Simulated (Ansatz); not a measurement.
Relaxation of MgMeCl (CH3ClMg) with RKS r2SCAN-D4/def2-TZVP.

```sh
$ ansatz run in.yaml --threads 4 --pin off --events-out ev --progress --plain --max-ram 3916MiB
```

```yaml
crystal:
  periodic: [false, false, false]
  atoms:
    - {symbol: Mg, position_ang: [-0.015980, 0.034710, -1.221940]}
    - {symbol: C, position_ang: [0.002800, 0.002360, 0.865280]}
    - {symbol: H, position_ang: [-0.439730, 0.911680, 1.260490]}
    - {symbol: H, position_ang: [1.021450, -0.073600, 1.233290]}
    - {symbol: H, position_ang: [-0.563320, -0.847270, 1.235870]}
    - {symbol: Cl, position_ang: [-0.005220, -0.027880, -3.373000]}
basis:
  gaussian: {orbitals: def2-TZVP}
hamiltonian: {xc: r2scan, dispersion: d4}
scf: {lower_state_search: "off"}
output: {orbitals: {seedname: orbitals}}
relax: {f_tol: 0.02, max_steps: 100}
```

Hardware: 4 threads of Intel Xeon on a shared host. Wall time 6 s.

Positions (Å) and forces (eV/Å) at steps 1, 2, 3 of 3:

```xyz
6
step=1 energy=-19053.5642 eV
Mg   -0.016    0.035   -1.222    0.013   -0.032    0.693
C     0.003    0.002    0.865   -0.020    0.033   -0.619
H    -0.440    0.912    1.260   -0.084    0.168    0.183
H     1.021   -0.074    1.233    0.197   -0.017    0.159
H    -0.563   -0.847    1.236   -0.102   -0.153    0.152
Cl   -0.005   -0.028   -3.373   -0.003    0.002   -0.568
6
step=2 energy=-19053.5817 eV
Mg   -0.013    0.026   -1.219    0.006   -0.017    0.241
C     0.002    0.005    0.859   -0.011    0.025   -0.270
H    -0.440    0.912    1.276   -0.028    0.055    0.058
H     1.020   -0.073    1.242    0.073   -0.009    0.067
H    -0.563   -0.845    1.243   -0.038   -0.061    0.068
Cl   -0.006   -0.025   -3.400   -0.003    0.007   -0.164
6
step=3 energy=-19053.5844 eV
Mg   -0.010    0.016   -1.216    0.004   -0.012   -0.006
C     0.002    0.005    0.853    0.003   -0.011    0.001
H    -0.440    0.912    1.273   -0.002    0.005    0.003
H     1.019   -0.072    1.249   -0.006    0.002    0.001
H    -0.563   -0.844    1.252    0.004    0.008    0.001
Cl   -0.009   -0.018   -3.410   -0.002    0.007    0.000
```
